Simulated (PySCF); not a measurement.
**Potential energy of ClF along the bond**

Set-up: basis Cl def2-TZVP, F def2-TZVP; no relativity; PySCF 2.14. Energies in eV from Cl + F in their ground configurations at the same level. State: ¹Σ⁺ (singlet), closed shell.

All columns are PBE0. A positive dipole means Cl(−)F(+).

```csv
R (Å),E (eV),μ (D),Mulliken charge on Cl (basis-dependent),HOMO (eV),LUMO (eV),Mayer bond order,⟨S²⟩
1.396,-1.428,-0.03,0.11,-8.46,-0.46,0.96,0.00
1.461,-2.093,-0.32,0.13,-8.76,-1.16,0.97,0.00
1.526,-2.456,-0.58,0.14,-9.04,-1.89,0.97,0.00
1.574,-2.584,-0.75,0.15,-9.23,-2.44,0.98,0.00
1.623,-2.619,-0.91,0.15,-9.40,-2.98,0.98,0.00
1.672,-2.581,-1.04,0.16,-9.56,-3.50,0.98,0.00
1.737,-2.446,-1.21,0.17,-9.75,-4.14,0.97,0.00
1.818,-2.185,-1.39,0.18,-9.96,-4.88,0.97,0.00
1.915,-1.791,-1.57,0.20,-10.17,-5.64,0.97,0.00
2.045,-1.208,-1.77,0.20,-10.40,-6.48,0.97,0.00
```

A fit through these points gives, at Re = 1.620 Å, μ = -0.90 D and dμ/dR = -3.02 D/Å; the reduced mass is 12.31 u.

Q: How strong is the fundamental in the double-harmonic approximation, I = 42.26·(dμ/dR)²/μred km/mol?

A: I = 42.26·(-3.02)²/12.31 = 31.3 km/mol at PBE0.
